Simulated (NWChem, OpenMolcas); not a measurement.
# From NWChem to OpenMolcas

This NWChem 7.3.0 job computes C2H3F3 (1,1,1-trifluoroethane):

struct.nw:
```
start struct
title "C2H3F3"
memory total 2200 mb
charge 0

geometry units angstrom noautosym nocenter noautoz
  C       -0.615400      -0.141500       0.471500
  C        0.557600       0.109900      -0.423700
  F        1.692800      -0.382000       0.093900
  F        0.395200      -0.458200      -1.627700
  F        0.754200       1.420300      -0.629900
  H       -0.441600       0.335800       1.434900
  H       -0.738000      -1.214600       0.611200
  H       -1.512600       0.273100       0.014000
end

basis spherical bse
  * library 3-21G
end

scf
  singlet
  rhf
  thresh 1e-08
  maxiter 80
  noprint "final vectors analysis"
end

task scf gradient
```

```bash
$ nwchem struct.nw > struct.out
```

The shape is that of a PBE0-D4/def2-TZVP optimisation.

It gives a total energy of -373.789165 Eh.

Q: Translate the job to OpenMolcas 26.06 as an input file of the program's own.

A: One way, which was run:

job.input:
```
* C2H3F3 Hartree-Fock

&GATEWAY
  BASLIB=$CurrDir
  BASISSET
  C.3-21G....
  C1 -0.615400 -0.141500 0.471500 angstrom
  C2 0.557600 0.109900 -0.423700 angstrom
  End of Basis
  BASISSET
  F.3-21G....
  F3 1.692800 -0.382000 0.093900 angstrom
  F4 0.395200 -0.458200 -1.627700 angstrom
  F5 0.754200 1.420300 -0.629900 angstrom
  End of Basis
  BASISSET
  H.3-21G....
  H6 -0.441600 0.335800 1.434900 angstrom
  H7 -0.738000 -1.214600 0.611200 angstrom
  H8 -1.512600 0.273100 0.014000 angstrom
  End of Basis

&SEWARD

&SCF
  THRESHOLDS=1e-10 1e-07 1e-07 1e-05
  PRORBITALS=1 1

&ALASKA
```

```bash
$ export MOLCAS_MEM=1860
$ pymolcas job.input > job.log
```

(Basis files named in the input come from the Basis Set Exchange and aren't shown.)

Its energy is -373.789165 Eh, 0.000 mEh from the first.
